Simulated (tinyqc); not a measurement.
Pariser-Parr-Pople SCF with singles CI, for the molecule O=Cc1c[cH+]1 (SMILES; centres numbered as the heavy atoms are written), step by step. One step of it, computed by the program tinyqc.

Problem. PPP integrals. Ohno: gamma = 14.399645/sqrt(R^2 + a^2), a = 2 x 14.399645/(gamma_rr + gamma_ss); H_rr = -W_r - sum_(s != r) z_s gamma_rs; H_rs = beta for bonds.

Centres (angstrom, eV; a flat drawing with bonds scaled to 1.40 angstrom):

| centre | x | y | core charge z | W | gamma_rr |
|---|---|---|---|---|---|
| 1O | -2.084000 | 0.387000 | 1 | 17.700000 | 15.200000 |
| 2C | -1.065000 | -0.573000 | 1 | 11.160000 | 11.130000 |
| 3C | 0.276000 | -0.170000 | 1 | 11.160000 | 11.130000 |
| 4C | 1.638000 | -0.492000 | 1 | 11.160000 | 11.130000 |
| 5C | 1.236000 | 0.849000 | 1 | 11.160000 | 11.130000 |

Resonance integrals (eV):

| i | j | beta |
|---|---|---|
| 1 | 2 | -2.580000 |
| 2 | 3 | -2.460000 |
| 3 | 4 | -2.460000 |
| 4 | 5 | -2.460000 |
| 5 | 3 | -2.460000 |

Give: repulsion gamma_rs; core matrix H.

Solution.

repulsion gamma_rs (eV):
```
         1O       2C       3C       4C       5C
1O  15.2000   8.1052   5.4132   3.6201   4.0839
2C   8.1052  11.1300   7.5531   4.8035   4.8024
3C   5.4132   7.5531  11.1300   7.5552   7.5539
4C   3.6201   4.8035   7.5552  11.1300   7.5540
5C   4.0839   4.8024   7.5539   7.5540  11.1300
```

core matrix H (eV):
```
          1O        2C        3C        4C        5C
1O  -38.9223   -2.5800    0.0000    0.0000    0.0000
2C   -2.5800  -36.4242   -2.4600    0.0000    0.0000
3C    0.0000   -2.4600  -39.2354   -2.4600   -2.4600
4C    0.0000    0.0000   -2.4600  -34.6927   -2.4600
5C    0.0000    0.0000   -2.4600   -2.4600  -35.1542
```
